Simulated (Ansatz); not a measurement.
Geometry optimisation, RKS PBE0-D4/def2-SVPD (Ansatz).

Input file:

```yaml
crystal:
  periodic: [false, false, false]
  atoms:
    - { symbol: B, position_ang: [0.421038, 0.017538, 0.071779] }
    - { symbol: "N", position_ang: [0.730555, -0.011114, 1.498088] }
    - { symbol: H, position_ang: [0.027218, -0.138305, 2.210723] }
    - { symbol: H, position_ang: [1.669879, 0.076845, 1.854635] }
    - { symbol: H, position_ang: [1.340826, 0.163027, -0.676472] }
    - { symbol: H, position_ang: [-0.726316, -0.10799, -0.271154] }
basis:
  gaussian: { orbitals: def2-SVPD }
hamiltonian:
  xc: pbe0
  dispersion: d4
relax:
  f_tol: 0.03
  max_steps: 50
```

Run as:

```bash
$ ansatz run input.yaml --threads 1 --pin off --max-ram 2048MiB --backend cpu --events-out ev --progress --plain --runs-dir out
```

Question: Where does it end, and by what steps?

Answer: It converged. After 4 steps the energy has fallen by 0.100 eV; B1 moved furthest, 0.04 Å.

```
step  energy less start (eV)  largest force component (eV/Å)  accepted
   0                  0.0000                           2.694       yes
   1                 -0.0869                           1.074       yes
   2                 -0.0987                           0.133       yes
   3                 -0.0997                           0.033       yes
   4                 -0.0997                           0.007       yes
```

```xyz
6
Properties=species:S:1:pos:R:3
B 0.435 0.015 0.113
N 0.724 -0.016 1.471
H 0.019 -0.136 2.183
H 1.660 0.079 1.839
H 1.337 0.163 -0.674
H -0.712 -0.106 -0.244
```

Whether the end is a true minimum wasn't checked by a vibrational analysis.

The run took 5.6 s on 1 thread of Arm Neoverse V2, on a shared host, peak memory 0.12 GiB.
